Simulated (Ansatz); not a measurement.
Run this with Ansatz's Python interface and show what comes out.

`adiabatic_si2.py`
```python
'''How Si2 relaxes after losing an electron.'''

import itertools
import warnings

import ansatz as az
from ase import Atoms
from ase.data import atomic_numbers, covalent_radii
import numpy as np


def main() -> None:
    warnings.simplefilter('ignore', az.DeckWarning)

    atoms = Atoms(['Si', 'Si'], positions=[
        [0.0, 0.0, 0.0],
        [0.0, 0.0, 2.23],
    ])
    si2 = az.Crystal.molecule_from_ase(atoms)

    base = (
        si2.calculation()
        .basis(gaussian='cc-pVDZ')
        .functional('CAM-B3LYP')
        .spin('collinear', total=2)
    )
    symbols = [site.symbol for site in si2.cartesian_sites]
    start = np.array([site.position_ang for site in si2.cartesian_sites], dtype=float)
    summary = base.relax(force_tolerance=0.01).run(threads=1, backend='cpu').report
    end = np.array(summary['positions_ang'])

    minimum = az.Crystal.molecule()
    for symbol, place in zip(symbols, end):
        minimum = minimum.atom(symbol, place.tolist())
    ion = (
        minimum.calculation()
        .basis(gaussian='cc-pVDZ')  # the orbital basis, by name
        .functional('CAM-B3LYP')
        .charge(1)  # electrons removed from the neutral system
        .spin('collinear', total=1)
    )
    vertical = ion.run(threads=1, backend='cpu').report
    settled = ion.relax(force_tolerance=0.01, max_steps=80).run(threads=1, backend='cpu').report
    print(f'vertical ionisation energy   {vertical["free_energy_ev"] - summary["free_energy_ev"]:.3f} eV')
    print(f'adiabatic, no zero point     {settled["free_energy_ev"] - summary["free_energy_ev"]:.3f} eV')
    print(f'relaxation energy of the ion {vertical["free_energy_ev"] - settled["free_energy_ev"]:.3f} eV')
    ionised = np.array(settled['positions_ang'])
    # pairs closer than 1.2 times the sum of covalent radii, before or after
    radius = [covalent_radii[atomic_numbers[s]] for s in symbols]
    span = lambda where, i, j: np.linalg.norm(where[i] - where[j])
    bonded = [(i, j) for i, j in itertools.combinations(range(len(symbols)), 2) if min(span(end, i, j), span(ionised, i, j)) < 1.2 * (radius[i] + radius[j])]
    print('pair        before    after (A)')
    for i, j in bonded:
        print(f'{symbols[i]}{i}-{symbols[j]}{j}'.ljust(10), f'{span(end, i, j):8.4f} {span(ionised, i, j):8.4f}')


if __name__ == '__main__':
    main()
```

Output of `python adiabatic_si2.py`:
```text
vertical ionisation energy   8.132 eV
adiabatic, no zero point     8.089 eV
relaxation energy of the ion 0.043 eV
pair        before    after (A)
Si0-Si1      2.2526   2.3487
```

Reading the output:
- The energies are electronic: no zero-point or thermal terms, and the basis set is short of its limit. The product may relax into another structure. The relaxation finds the nearest minimum, so the adiabatic value is an upper bound.
- The species is open-shell (spin multiplicity 3).
- The expectation value of S² is noticeably off S(S+1) in at least one run, so that state is spin-contaminated.
- Only the spin states typed were run; another state of an ion can lie lower, by up to an eV or two.
- The spin state was assumed, and another may lie lower.
- It ran for 28 s on 1 thread of Intel(R) Xeon(R) Platinum 8259CL CPU @ 2.50GHz (Skylake/Cascade Lake) (shared host), peak memory 0.19 GiB.
